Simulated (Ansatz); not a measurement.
# Al₂+ (sextet): from Hartree-Fock to the top rungs, def2-TZVPP

The task here is to estimate one member of a computed series from the others.

Method: def2-TZVPP, core rule «outside noble gas», up to 10 orbitals frozen; program: Ansatz 0.2.0, Gaussian basis.

The runs, in order: UHF; ROHF; CCSD(T) on UHF.

### The geometry

The geometry is a PBE0/def2-TZVP stationary point (not a proven minimum) of the parent state, kept for this charge and spin.

2 atoms, charge 1, spin multiplicity 6.

Atoms are counted from 1 here; the program's logs count them from 0.

Bond lengths: Al1–Al2 2.509 Å.

As a file:

```xyz
2
charge 1, multiplicity 6
Al    0.00000    0.00000    0.00000
Al    0.00000    0.00000    2.50860
```

Set-up of the first run:

in.yaml reads:

```yaml
crystal:
  periodic: [false, false, false]
  atoms:
    - {symbol: Al, position_ang: [0.000000, 0.000000, 0.000000]}
    - {symbol: Al, position_ang: [0.000000, 0.000000, 2.508600]}
basis:
  gaussian: {orbitals: def2-TZVPP}
total_charge: 1
magnetization: {spin_polarized: true, initial_magnetization: 5}
hamiltonian: {xc: hf}
output: {orbitals: {seedname: orbitals}}
```

Run with:

```
ansatz run in.yaml --threads 1 --pin off --events-out ev --progress --plain --max-ram 3968MiB --backend cpu
```

Steps of the session up to this table: UHF; ROHF; CCSD(T) on UHF.

One table of the session follows, with a row left open; its other results are not shown here.

```
  method  from UCCSD(T) (meV)
    ROHF              +1133.2
     UHF              +1127.4
    UMP2               +373.9
   UCCSD                    ?
UCCSD(T)                    0
```

Q: Estimate the row for UCCSD from the others.

As computed: from UCCSD(T) (meV): +37.9. In the column «from UCCSD(T) (meV)» it lies between UCCSD(T) (0) and UMP2 (+373.9).
